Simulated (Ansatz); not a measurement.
Mulliken charges of `NC1(F)C=C1` from ωB97M-V/def2-TZVPP in Ansatz (PBE0-D4/def2-TZVP geometry).

```csv
atom,x (Å),y (Å),z (Å),charge (e)
N1,-0.377,0.877,-1.013,-0.271
C2,0.138,-0.161,-0.210,0.184
F3,0.837,-1.106,-0.987,-0.244
C4,-0.502,-0.673,0.995,-0.133
C5,0.597,0.002,1.163,-0.133
H6,-1.010,0.506,-1.712,0.117
H7,0.372,1.355,-1.500,0.117
H8,-1.314,-1.241,1.419,0.181
H9,1.349,0.395,1.827,0.181
```

Problem. By hand: the dipole of these point charges (1 e Å = 4.8032 D).

Solution. Σ q r = (-0.158, 0.156, 0.401) e Å, of length 0.458 e Å = 2.20 D.

Problem. How does the dipole of the full density compare? (An estimate is asked.)

Solution. Ansatz gave: (-0.100, 0.126, 0.152) e Å, 1.06 D; the point charges give 2.08 times that, at 18° from its direction.

Point charges leave out the atoms' own dipoles, such as those of lone pairs, and Mulliken's split depends on the basis, so the two needn't agree.
